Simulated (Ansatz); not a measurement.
Ansatz (a program for electronic structure) input (B3LYP-D3(BJ)/def2-TZVP):

Ansatz 0.2 input:
```yaml
crystal:
  periodic: [false, false, false]
  atoms:
    - {symbol: C, position_ang: [-0.12767088, -1.46578378, -0.01301861]}
    - {symbol: C, position_ang: [0.58024179, -0.32711386, -0.00143107]}
    - {symbol: C, position_ang: [0.01744813, 0.92688291, 0.00579002]}
    - {symbol: H, position_ang: [-1.20730186, -1.47768456, -0.01772633]}
    - {symbol: H, position_ang: [0.37369002, -2.42146674, -0.01813586]}
    - {symbol: H, position_ang: [1.66816101, -0.32093916, 0.00331343]}
    - {symbol: N, position_ang: [-0.41689540, 1.99336644, 0.01196689]}
    - {symbol: H, position_ang: [-0.78690582, 2.92450894, 0.01730859]}
basis:
  gaussian:
    orbitals: def2-TZVP
hamiltonian:
  xc: b3lyp
  dispersion: d3bj
total_charge: 1
relax: {f_tol: 0.002, max_steps: 150}
```

End of the output:

```
mean field: 0.52 GiB planned
mean field evaluation 64: about -4658.9800 eV, gradient 2.5e-4 eV
mean field -4658.97998026 eV, -171.2143563045 hartree, gradient 2.1e-5 eV, S^2 0.000000; 1 other end points of the search recorded, 0 dependent functions left out
the calculation of the forces begins
reference -4658.98019912 eV, -171.2143643473 hartree; 14, 14 occupied and 134, 134 virtual orbitals, 871 factors
Total energy: -4659.20117523 eV, -171.2224850696 hartree
Atom 0 at    -0.129204    -1.447340    -0.012901 Å, force     0.000162     0.000145     0.000035 eV/Å
Atom 1 at     0.626185    -0.340622    -0.001286 Å, force    -0.000332    -0.000047     0.000016 eV/Å
Atom 2 at     0.031620     0.930503     0.005790 Å, force    -0.000231    -0.000242    -0.000018 eV/Å
Atom 3 at    -1.211035    -1.412611    -0.017281 Å, force    -0.000039    -0.000003    -0.000003 eV/Å
Atom 4 at     0.341674    -2.421707    -0.018243 Å, force     0.000047    -0.000053    -0.000029 eV/Å
Atom 5 at     1.710779    -0.350153     0.003298 Å, force     0.000220    -0.000094    -0.000001 eV/Å
Atom 6 at    -0.430812     1.976066     0.011729 Å, force     0.000365     0.000427     0.000002 eV/Å
Atom 7 at    -0.838439     2.897634     0.016962 Å, force    -0.000191    -0.000133    -0.000002 eV/Å
Dipole moment:    -0.142332     0.343407     0.001993 e Å
```

It need not be the lowest isomer of its formula.
